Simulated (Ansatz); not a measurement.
Results of PBEsol in Ansatz (plane waves, PAW) for 1T (CdI2-type) HfS2.

Run with plane-wave cutoff 560 eV, 12×12×6 k mesh (along the axes of the cell as run), perturbation theory, scalar-relativistic PAW data made under PBE.

Cell (measured lattice):

Space group P-3m1 (No. 164); a = b = 3.635 Å, c = 5.837 Å, α = β = 90.00°, γ = 120.00°

| atom | site | symmetry | x | y | z |
|---|---|---|---|---|---|
| Hf | 1a | -3m. | 0.0000 | 0.0000 | 0.0000 |
| S | 2d | 3m. | 0.3333 | 0.6667 | 0.2447 |

Estimate the high-frequency dielectric constant (mean over three axes) and static dielectric constant (mean over three axes) that the calculation returns.


- high-frequency dielectric constant (mean over three axes): 8.87
- static dielectric constant (mean over three axes): 30.5

Note: the cell isn't this level's own, so it is under some stress, which shifts stiffness and frequencies.

Spin–orbit coupling is not included.

The result took roughly 40 core-minutes.

Ansatz is an electronic-structure program.
